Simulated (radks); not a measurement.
**Si³⁺ in [He] 2s2 2p5.5 3s1 4f0.5: an all-electron calculation**

An exercise on one series of results from a longer session: the logs are not shown, and one member is left open.

Program: radks (a radial shooting solver on a logarithmic mesh, Libxc functionals) version 1. Level of theory: Dirac Kohn-Sham, PBE, spin-unpolarised, spherical densities, finite nucleus; open shells are shared between the two j in proportion to 2j + 1. These are calculated values, not measurements, unless marked.

### The atom as given

- element: silicon (Z = 14)
- charge: +3
- electrons: 11
- configuration: [He] 2s2 2p5.5 3s1 4f0.5
- nuclear rms radius: 3.1224 fm

The first run:

Input:

```text
Z 14
configuration [He] 2s2 2p5.5 3s1 4f0.5
relativity Dirac
functional pbe,pbe
spin unpolarised
j_filling average
nucleus finite rms 3.1224 fm
c 137.035999084
```

Run with:

```bash
$ python run_ks.py task.json out
```

The same process makes all the runs of this session.

One table of the session follows, with a row left open; its other results are not shown here.

It belongs to the step «Radial structure». Radial moments (bohr):

```
level     <r>  outermost maximum (interpolated)  90 % within  nodes
1s1/2  0.1112                            0.0726        0.199      0
2s1/2       ?                                 ?            ?      ?
2p1/2  0.5202                             0.381        0.869      0
2p3/2  0.5222                             0.383        0.872      0
3s1/2   1.754                              1.56         2.59      2
4f5/2   4.691                              4.24         6.81      0
4f7/2   4.691                              4.24         6.81      0
```

**Question.** Estimate the row for 2s1/2.

As computed: <r>: 0.5579; outermost maximum (interpolated): 0.450; 90 % within: 0.876; nodes: 1. In the column «<r>» it lies between 2p3/2 (0.5222) and 3s1/2 (1.754).
